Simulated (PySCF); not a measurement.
Species: C2H (charge -1).
Cartesian coordinates in Å at the PBE0-D3(BJ)/def2-SVP level; atoms count from 1:
```xyz
3
C2H angstrom
C      1.1912    0.1725    0.0006
C     -0.0542    0.0648   -0.0158
H     -1.1305   -0.0292   -0.0298
```

Computed with PySCF at PBE0/pcSseg-1, non-relativistic, on one gas-phase PBE0-D3(BJ)/def2-SVP geometry that isn't relaxed in the solvent. The solvent is an IEF-PCM continuum (cavity from Bondi-type radii × 1.2). Specific hydrogen bonds and non-electrostatic terms are outside this model.

```
run  E − E(gas) (kJ/mol)  HOMO (eV)  HOMO–LUMO gap (eV)
gas                 0.00      -0.23                7.64
  P              -300.10      -6.19                8.93
  Q              -169.71      -3.65                8.53
```

Problem. The runs were made in benzene and methanol. Which run belongs to which solvent?

Solution. P = methanol, Q = benzene. The dielectric constants are 2.271 (benzene), 32.61 (methanol), and the energy falls further as ε rises. In this model the ground state sees the solvent through ε alone.

Problem. How constant is the ratio of the lowering to 1 − 1/ε?

Solution. 
```json
{"solvent": "benzene", "1 − 1/ε": "0.560", "E − E(gas) (kJ/mol)": "-169.71", "ratio (kJ/mol)": "-303.3", "polarisation term (kJ/mol)": "-171.26"}
{"solvent": "methanol", "1 − 1/ε": "0.969", "E − E(gas) (kJ/mol)": "-300.10", "ratio (kJ/mol)": "-309.6", "polarisation term (kJ/mol)": "-307.82"}
```

The ratio changes by +2.1 % in size from benzene to methanol. The polarisation term is half the interaction of the solute with the induced surface charges.

Cost: about 2.6 s of CPU time on one thread; the machine was shared, so the figure is rough. This is the whole shielding run at PBE0/pcSseg-1 in methanol, SCF included.
